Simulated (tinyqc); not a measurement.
Inside a calculation. Method: CIS on RHF in the sto-3g basis, for H2O, spin multiplicity 1. One step of it, computed by the program tinyqc.

Task: CIS triplet states. Diagonalise A (1 hartree = 27.211386 eV); each vector has its largest component positive (the first on a tie).

CIS matrix A, triplet (hartree), order 1>6, 1>7, 2>6, 2>7, 3>6, 3>7, 4>6, 4>7, 5>6, 5>7:
```
[[19.995356, 0.000000, 0.007024, 0.000000, 0.000000, -0.009002, -0.019952, 0.000000, 0.000000, 0.000000],
 [0.000000, 20.073281, 0.000000, 0.009708, -0.009002, 0.000000, 0.000000, -0.003700, 0.000000, 0.000000],
 [0.007024, 0.000000, 1.174697, 0.000000, 0.000000, -0.098797, -0.057673, 0.000000, 0.000000, 0.000000],
 [0.000000, 0.009708, 0.000000, 1.326125, -0.098797, 0.000000, 0.000000, 0.018789, 0.000000, 0.000000],
 [0.000000, -0.009002, 0.000000, -0.098797, 0.582787, 0.000000, 0.000000, -0.052211, 0.000000, 0.000000],
 [-0.009002, 0.000000, -0.098797, 0.000000, 0.000000, 0.717885, -0.052211, 0.000000, 0.000000, 0.000000],
 [-0.019952, 0.000000, -0.057673, 0.000000, 0.000000, -0.052211, 0.420062, 0.000000, 0.000000, 0.000000],
 [0.000000, -0.003700, 0.000000, 0.018789, -0.052211, 0.000000, 0.000000, 0.532202, 0.000000, 0.000000],
 [0.000000, 0.000000, 0.000000, 0.000000, 0.000000, 0.000000, 0.000000, 0.000000, 0.341342, 0.000000],
 [0.000000, 0.000000, 0.000000, 0.000000, 0.000000, 0.000000, 0.000000, 0.000000, 0.000000, 0.468598]]
```

Give: triplet excitation energies; lowest vectors.

Result:

triplet excitation energies (eV): [9.2884, 10.9916, 12.7512, 13.5432, 16.4240, 19.3420, 32.5959, 36.4586, 544.1021, 546.2221]

lowest vectors, order 1>6, 1>7, 2>6, 2>7, 3>6, 3>7, 4>6, 4>7, 5>6, 5>7:
```
[[0.0000, 0.0010, 0.0000, 0.0000, 0.0000, 0.0002],
 [0.0000, 0.0000, 0.0000, 0.0004, 0.0002, 0.0000],
 [0.0000, 0.0978, 0.0000, 0.0000, 0.0000, 0.1789],
 [0.0000, 0.0000, 0.0000, 0.0484, 0.1263, 0.0000],
 [0.0000, 0.0000, 0.0000, 0.5627, 0.8162, 0.0000],
 [0.0000, 0.1932, 0.0000, 0.0000, 0.0000, 0.9616],
 [0.0000, 0.9763, 0.0000, 0.0000, 0.0000, -0.2082],
 [0.0000, 0.0000, 0.0000, 0.8253, -0.5639, 0.0000],
 [1.0000, 0.0000, 0.0000, 0.0000, 0.0000, 0.0000],
 [0.0000, 0.0000, 1.0000, 0.0000, 0.0000, 0.0000]]
```
